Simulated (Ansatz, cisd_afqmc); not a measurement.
System: NH3, charge 1, doublet. NH3+ (parent SMILES N, doublet).
B3LYP-D3(BJ)/def2-TZVP minimum from Ansatz (an electronic-structure program):
```
N
H 1 1.0255
H 1 1.0255 2 120.00
H 1 1.0255 2 120.00 3 -180.00
```
Charge +1, spin multiplicity 2.

Total energies in aug-cc-pVDZ, 7 correlated electrons, 1 frozen orbitals. Open shells are spin-unrestricted; no spin-orbit coupling. Correlated methods leave the cores frozen. No relativity. The Monte Carlo rows (phaseless AFQMC, CISD trial, step 0.005/hartree) carry one-sigma bars that omit the constraint's bias. Outlying blocks are dropped, and bars are widened where a walk drifts. Over all cases where full CI ran beside it in this data, AFQMC minus full CI had a median of +0.1 mEh and passed +0.4 mEh in a tenth of the cases.

| method | program | energy (Eh) | minus CCSDTQ (mEh) |
|---|---|---|---|
| HF | Ansatz | -55.88849 | 170.82 |
| MP2 | Ansatz | -56.03499 | 24.32 |
| CCSD | Ansatz | -56.05582 | 3.50 |
| CCSD(T) | Ansatz | -56.05878 | 0.53 |
| CCSDT(Q) | Ansatz | -56.05931 | 0.00 |
| CCSDTQ | Ansatz | -56.05931 | 0.00 |
| AFQMC/CISD | cisd_afqmc | -56.0590 ± 0.0001 | 0.3 ± 0.1 |

Rough core times of Ansatz's runs on a shared machine: CCSD(T) under 20 s, CCSDT(Q) under 20 s, CCSDTQ 7 min.
